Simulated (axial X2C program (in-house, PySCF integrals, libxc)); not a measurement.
## Testing model relations on CH⁺

A bond curve at the PBE0 level, two-component, was computed with an in-house relativistic program for diatomic molecules (basis C dyall-v3z [7s6p2d1f], H dyall-v3z [6s2p1d] (cores contracted in-house)) for the state Ω = 0 (closed shell). Its fit gives Re = 1.1397 Å, ωe = 2807.3 cm⁻¹, ωexe = 52.7 cm⁻¹ and αe = 4.643e-01 cm⁻¹; the masses are 12.0000 and 1.0078 u. Two-component means X2C with spin–orbit coupling and atomic mean-field Coulomb and Gaunt terms.

Task: Find the reduced mass, Be and the force constant.

Result: From the PBE0 values: μ = 0.9297 u. Be = 16.8576/(μ Re²) = 13.96 cm⁻¹. k = 5.8918×10⁻⁷ μ ωe² = 4.32 mdyn/Å.

Task: A Morse curve ties αe to the other constants (Pekeris). How well does that hold?

Result: αe(Morse) = 6Be²/ωe × (√(ωexe/Be) − 1) = 3.927e-01 cm⁻¹; the PBE0 curve gives 4.643e-01 cm⁻¹, a ratio of 0.85.

Task: Where do the fundamental and the first overtone lie?

Result: ν(1←0) = ωe − 2ωexe = 2701.9 cm⁻¹; ν(2←0) = 2ωe − 6ωexe = 5298.4 cm⁻¹.

Task: Estimate the centrifugal constant by the Kratzer relation.

Result: D = 4Be³/ωe² = 1.38e-03 cm⁻¹.

Task: Give B0, the J = 1←0 line in GHz and the most populated J at 300 K (kT = 208.5 cm⁻¹).

Result: B0 = Be − αe/2 = 13.73 cm⁻¹; 2B0 = 823.1 GHz; J(max) ≈ √(kT/2B0) − 1/2 = 2.3, so J = 2.

The state is a single determinant with fixed occupations, the lowest that a limited PBE0 search found.
